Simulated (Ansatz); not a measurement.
# Multireference treatment of C3H6, singlet

Calculated in Ansatz's Gaussian-basis code. Basis cc-pVDZ, nonrelativistic, no frozen core. State-specific CASSCF; RHF is the lowest restricted (open-shell) Hartree–Fock solution met. No symmetry is imposed, so a solution can break that of the shape. Lower solutions, or ones in other orbitals, may exist.

Geometry:

```xyz
9

C     0.0000   -0.2220   -1.2791
C     0.0000    0.4612   -0.1301
H     0.0000   -1.3081   -1.2946
H     0.0000    0.2794   -2.2408
H     0.0000    1.5499   -0.1638
C     0.0000   -0.1644    1.2306
H     0.0000   -1.2551    1.1613
H     0.8804    0.1425    1.8046
H    -0.8804    0.1425    1.8046
```

(1) What do CASSCF and its corrections give against RHF in CAS(2,2), and what are the occupations?

Answers

(1) CASSCF -0.743 eV, SC-NEVPT2 -11.665 eV; occupations 1.92, 0.08.
